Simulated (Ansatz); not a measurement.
**CHNSi, triplet: the ladder up to UCCSDT(Q)**

Geometry: a PBE0/def2-TZVP stationary point for this spin, not checked as a minimum.

```yaml
atoms:
  - { symbol: C, position_ang: [0.0000, -0.7848, 0.7802] }
  - { symbol: N, position_ang: [0.0000, 0.4093, 1.1140] }
  - { symbol: Si, position_ang: [0.0000, 0.0986, -0.9607] }
  - { symbol: H, position_ang: [0.0000, 0.9166, 1.9911] }
```

Basis cc-pVDZ; Ansatz 0.2.0. Only valence electrons are correlated (noble-gas cores frozen), which leaves 14 electrons in 44 orbitals. R marks a restricted (for open shells ROHF) determinant, U an unrestricted one.

Full CI isn't at hand for all of this; UCCSDT(Q) serves as the reference, and is uncertain by about the last step of the cluster series. The frozen core follows each run's orbitals, which can shift R against U totals by a few meV.

For open shells CISD is restricted-active-space CI with the open shells as a complete middle space.

The UHF ⟨S²⟩ is 2.074. The T1 diagnostic (RCCSD) is 0.0310 and the largest doubles amplitude (RCCSD) is 0.078. The T1 diagnostic (UCCSD) is 0.0297.

**Question.** From what is known of these methods and the diagnostics, rank them by the size of their error in total energy against UCCSDT(Q) in cc-pVDZ, smallest first (an estimate: the text doesn't fix the numbers).
A. UCCSD
B. RCCSDT(Q)
C. RCCSDT
D. CISD
E. RMP2

**Answer.** B (0.4 kJ/mol), C (4.2 kJ/mol), A (49.0 kJ/mol), E (120.4 kJ/mol), D (155.7 kJ/mol).

All errors are against UCCSDT(Q) in cc-pVDZ. Within each family the higher level lies nearer, as is usual though not guaranteed.

Atomization energy (electronic, same basis, no zero-point term; atoms at the same level, unrestricted beside the R rows where the molecule is a closed shell, with restricted open-shell steps beyond CCSDT(Q)) at UCCSDT(Q): 1121.4 kJ/mol. Errors of other levels:

```csv
level,error (kJ/mol)
RHF,-400.7
UHF,-401.7
RMP2,39.1
UMP2,27.3
CISD,-141.9
RCCSD,-40.0
UCCSD,-39.9
RCCSD(T),-4.4
UCCSD(T),-5.0
BCCD(T),-4.3
RCCSDT,-3.7
UCCSDT,-3.8
RCCSDT(Q),-0.1
```

This basis is far from its limit, so the value isn't to be set against a measured one. Truncated CI isn't size-consistent, which counts against it in atomization.
